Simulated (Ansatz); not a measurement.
**In (model structure, started from the omega type, P6/mmm, No. 191, 3 atoms in the cell): properties by level of theory**

```csv
level (code),equilibrium lattice constant a (Å),c axis length (Å)
PBE (Ansatz),5.454,3.255
PBEsol (Ansatz),5.323,3.173
PBE-D3(BJ) (Ansatz),5.361,3.195
```

Ansatz's density-functional and Hartree–Fock values are scalar-relativistic unless marked +SOC, with PAW data made under PBE.

A model structure was made by putting elements into a prototype or built by hand; it is no filed structure, need not be a known phase, and can be a saddle point held by its symmetry.

Ansatz is a quantum-chemistry and plane-wave program.
